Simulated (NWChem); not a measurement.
System: Li$_{2}$; SMILES [Li][Li]

Input file for NWChem:

```
start job
memory heap 200 mb stack 900 mb global 1100 mb
geometry units angstroms noautosym nocenter noautoz
  Li     0.000000     0.000000    -1.363455
  Li     0.000000     0.000000     1.363455
end
basis spherical
  * library def2-svpd
end
dft
  xc xpbe96 cpbe96
  iterations 150
end
tddft
  cis
  nroots 6
end
task tddft energy
```

All runs use the structure optimised with B3LYP/6-31G* (spherical d).

Vertical excitations in the gas phase.

Question: Predict the main results of this run. (PBE/def2-SVPD, TDA.) Quantities: lowest excitation, singlet (eV); oscillator strength of that lowest state; lowest state with f > 0.02, singlet (eV); oscillator strength of that bright state; lowest triplet (eV); orbital gap (eV).

Answer: 
* **lowest excitation, singlet (eV)**: 2.04
* **oscillator strength of that lowest state**: 0.645
* **lowest state with f > 0.02, singlet (eV)**: 2.04
* **oscillator strength of that bright state**: 0.645
* **lowest triplet (eV)**: 0.94
* **orbital gap (eV)**: 1.41
